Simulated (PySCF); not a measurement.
**Electric properties by functional and basis**

Species: C2H2F2S.
Z-matrix (Å and degrees, PBE0-D3(BJ)/def2-SVP geometry), rows numbered from 1:
```
F 
C   1  1.3405
S   2  1.8038  1  118.31
C   2  1.4754  1  116.31  3   -75.38
F   4  1.3401  2  116.29  3  -111.07
H   2  1.0971  1  111.72  3   139.85
H   4  1.0971  2  121.06  3   107.75
```

PySCF, dipoles from the SCF density, polarisabilities from static response with core orbitals frozen. Isolated species at its PBE0-D3(BJ)/def2-SVP geometry, gas phase.

The anisotropy is √(½[(α1 − α2)² + (α2 − α3)² + (α3 − α1)²]).

| level | μ (D) | α (Å³) | anisotropy (Å³) |
| --- | --- | --- | --- |
| LDA/def2-SVPD | 2.404 | 6.99 | 1.79 |
| PBE/def2-SVPD | 2.336 | 6.98 | 1.79 |
| B3LYP/def2-SVPD | 2.506 | 6.76 | 1.72 |
| PBE0/def2-SVPD | 2.495 | 6.67 | 1.70 |
| BHandHLYP/def2-SVPD | 2.672 | 6.49 | 1.65 |
| CAM-B3LYP/def2-SVPD | 2.585 | 6.65 | 1.67 |
| wB97X-D/def2-SVPD | 2.540 | 6.61 | 1.67 |
| LC-wPBE/def2-SVPD | 2.570 | 6.50 | 1.62 |
| HF/def2-SVPD | 2.837 | 6.26 | 1.60 |
| PBE0/6-31G* | 2.417 | 5.29 | 2.01 |
| PBE0/def2-SVP | 2.477 | 5.10 | 1.85 |
| PBE0/6-31+G* | 2.656 | 6.14 | 1.91 |
| PBE0/aug-cc-pVDZ | 2.456 | 6.71 | 1.75 |
| PBE0/def2-TZVP | 2.424 | 6.11 | 1.93 |
| PBE0/def2-TZVPD | 2.426 | 6.80 | 1.72 |
| PBE0/aug-cc-pVTZ | 2.433 | 6.80 | 1.72 |

The dipole runs from 2.34 D (PBE/def2-SVPD) to 2.84 D (HF/def2-SVPD). No reference polarisability is at hand; against PBE0 in the largest diffuse basis at hand (aug-cc-pVTZ) the other PBE0 rows deviate by 6-31G* -22%, def2-SVP -25%, 6-31+G* -10%, def2-SVPD -2%, aug-cc-pVDZ -1%, def2-TZVP -10%, def2-TZVPD 0%. In one basis (def2-SVPD) the functionals order the polarisability from HF (lowest) to LDA (highest), a spread of 12%. With PBE0 the polarisability is 5.50 Å³ without diffuse functions (mean of 6-31G*, def2-SVP and def2-TZVP) and 6.62 Å³ with them (mean of 6-31+G*, def2-SVPD, aug-cc-pVDZ, def2-TZVPD and aug-cc-pVTZ).
